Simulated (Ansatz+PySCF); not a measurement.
A calculation with PySCF 2.14.0.

```python
from pyscf import gto, dft

mol = gto.M(atom="""
C 0.000000 0.000000 0.000000
H 1.090340 0.000000 0.000000
H -0.545170 0.944270 0.000000
H -0.545170 -0.944270 0.000000
""", basis='def2-svp', charge=0, spin=1)
mf = dft.UKS(mol, xc='pbe0')
mf.kernel()
print(mf.converged, mf.e_tot, mf.spin_square()[0])
```

The script is written out from the run's settings.

Output:

* Converged: yes
* Total energy: -39.75325 hartree
* Spin squared of the determinant: 0.754
* Cycles: 7
